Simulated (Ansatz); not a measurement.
Basis-set extrapolation for C$_{2}$H$_{2}$FNO (`O=C=NCF`) (PBE0-D4/def2-TZVP geometry, frozen core, Ansatz 0.2.0). Multiplicity 1, RHF reference.

```tsv
	def2-TZVPP	def2-QZVPP
HF	-305.775802	-305.788968
MP2 correlation	-0.981341	-1.057936
CCSD(T) correlation	-1.028217	not run
```

Energies in hartree. Use E(X) = E(∞) + A·exp(−7.88·√X) for Hartree–Fock and E(X) = E(∞) + B·X^(−2.97) for correlation, with X = 3 and 4, and add CCSD(T) minus MP2 of the smaller set to the MP2 limit.

What is the CCSD(T) energy at the basis-set limit?

HF limit: -305.788968 + (-0.013166) × 0.13774 = -305.79078. MP2 limit: -1.057936 + (-0.076595) × 0.74074 = -1.11467. Higher-order term: -1.028217 − (-0.981341) = -0.04688. Total: -306.95233 hartree, 389.4 kJ/mol below CCSD(T)/def2-TZVPP.
